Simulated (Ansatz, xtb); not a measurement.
**C3H5P: which of two isomers lies lower**

Structure X: `[H]/P=C/C=C`, a singlet. Structure Y: `CCC#P`, a singlet. Both are isolated molecules in the gas phase, relaxed with PBE-D3(BJ)/def2-SVP; the shapes shown needn't be the lowest conformers.

X (Å):

| atom | x (Å) | y (Å) | z (Å) |
| --- | --- | --- | --- |
| C | -0.0465 | 0.9781 | -1.8215 |
| C | -1.0496 | 0.6423 | -0.9704 |
| C | -0.9363 | -0.3699 | 0.0568 |
| P | -2.2242 | -0.7612 | 1.1075 |
| H | 0.9357 | 0.4796 | -1.7700 |
| H | -0.1780 | 1.7559 | -2.5887 |
| H | -2.0204 | 1.1650 | -1.0533 |
| H | 0.0418 | -0.8808 | 0.1235 |
| H | -1.5190 | -1.7806 | 1.8524 |

Y (Å):

```xyz
9

C    -0.3857    0.9827   -0.6872
C     0.9547    0.2696   -0.9460
C     1.3153   -0.6963    0.0899
P     1.6680   -1.7215    1.2181
H    -1.2163    0.2521   -0.6308
H    -0.6066    1.7005   -1.5020
H    -0.3577    1.5389    0.2702
H     0.9229   -0.2545   -1.9286
H     1.7732    1.0201   -1.0363
```

Energies in hartree; the thermal terms are from PBE-D3(BJ)/def2-SVP harmonic frequencies (ideal gas, rigid rotor, one conformer each, 298.15 K, 1 atm) and include the zero-point energy:

```
                               X           Y
E, CCSD(T)/def2-TZVP  −457.941715  −457.955320
   zero-point energy     0.065810     0.069164
        H(298 K) − E     0.071730     0.075095
        G(298 K) − E     0.038193     0.041226
```

Q: Work out ΔE, ΔE₀, ΔH and ΔG for X → Y in kcal/mol (1 Eh = 627.51 kcal/mol) and the equilibrium ratio [Y]/[X].

A: 1. ΔE = −457.955320 − (−457.941715) = −0.013605 Eh = −8.54 kcal/mol.
2. ΔE₀ = ΔE + ΔZPE = −0.013605 + (+0.003354) Eh = −6.43 kcal/mol.
3. ΔH = ΔE + (+0.003365) Eh = −6.43 kcal/mol.
4. ΔG = ΔE + (+0.003033) Eh = −6.63 kcal/mol, so ΔS = (ΔH − ΔG)/T = +2.9 J/(mol K).
5. kT = 0.9442 mEh, so K = [Y]/[X] = exp(−ΔG/kT) = exp(+11.20) ≈ 7.3 × 10^4.

Structure Y is favoured at this temperature. An error of 1 kcal/mol in ΔG would change K by a factor of 5.4. Mirror images and further conformers aren't counted.

As drawn, Y has 1 C–C, 1 C≡P, 1 C–H in place of 1 P–H, 1 C=P, 1 C=C.

Other levels gave ΔE = −6.3 (GFN2-xTB); −18.2 (HF/STO-3G, GFN2-xTB geometries); −5.8 (r2SCAN-D4/def2-SVP, GFN2-xTB geometries); −4.1 (PBE-D3(BJ)/def2-SVP); −4.4 (HF/def2-TZVP); −14.1 (MP2/def2-TZVP) kcal/mol. The correlated steps freeze 8 core orbitals. Programs: Ansatz 0.2.0, xtb 6.7.1.
